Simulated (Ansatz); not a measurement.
Reaction (SMILES): ClC (CH3-Cl) → CH3Cl+ (doublet, bonded as CCl) + e-
B3LYP-D3(BJ)/def2-TZVP geometries, fixed; electronic energies without zero-point terms.
Largest species:
```xyz
5

C      0.0082     0.0133    -1.1337
Cl    -0.0048    -0.0077     0.6605
H      0.0175     1.0478    -1.4634
H      0.8997    -0.5040    -1.4752
H     -0.8852    -0.4920    -1.4879
```
Charge 0, spin multiplicity 1.

Effect of a fitting basis named in the input at HF/cc-pV(T+d)Z with Ansatz (an electronic-structure program), against the last row, where the adiabatic ionisation energy is 10.29 eV. Open shells are unrestricted. The default fits or decomposes integrals by the program's own choice; accuracy: high also tightens integrals, grids and stops.

```tsv
setting	largest shift of a total energy (mEh)	shift of the adiabatic ionisation energy (eV)
fitting: def2-SV(P)-JKFIT	0.030	0.000
fitting: def2-universal-JKFIT	0.030	0.000
fitting: cc-pVTZ-JKFIT	0.044	0.000
fitting: cc-pVQZ-JKFIT	0.014	0.000
fitting: cc-pV5Z-JKFIT	0.014	0.000
accuracy: high	-0.014	0.000
accuracy: medium (default)	0.000	0.000
```

Within 0.002 eV in the adiabatic ionisation energy: fitting: def2-SV(P)-JKFIT; fitting: def2-universal-JKFIT; fitting: cc-pVTZ-JKFIT; fitting: cc-pVQZ-JKFIT; fitting: cc-pV5Z-JKFIT; accuracy: high. The largest shift is 0.044 mEh in a total energy and 0.000 eV in the difference.
